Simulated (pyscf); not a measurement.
Structures and frequencies: ωB97X-D3(BJ)/def2-SVP in PySCF.

Question: `[NH2][Si]([SiH3])([SiH3])[SiH3]` → `[NH2][Si][SiH3]` [singlet] + `[SiH3][SiH3]`
Surface: singlet. Broken: Si–Si, Si–Si. Formed: Si–Si. Give ΔE‡ and ΔE from B3LYP-D3(BJ)/def2-TZVP, relative to the reactant's lowest minimum found.

Answer: ΔE‡ = 1.88 eV, ΔE = +1.59 eV. ωB97M-D3(BJ)/def2-TZVP gives 1.83 eV and +1.48 eV. Zero-point energy shifts the barrier by +0.03 eV. It is a 1,1-elimination, with an imaginary mode of 177i cm⁻¹. On the product side the descent ends in a complex, 0.28 eV under the separated species and 0.32 eV under the saddle at ωB97X-D3(BJ)/def2-TZVP. At ωB97X-D3(BJ) the barrier from the zero used here is 1.93 eV. H₂N–Si(SiH₃)(SiH₃)–SiH₃ lies 0.55 eV over its isomer H₃Si–NH–SiH(SiH₃)–SiH₃ (electronic energy, ωB97M-D3(BJ)). H₂N–Si:–SiH₃ [singlet] lies 0.51 eV over its isomer :HSi–NH–SiH₃ [singlet] (electronic energy, ωB97M-D3(BJ)). One saddle was located; it need not be the lowest between these sides.
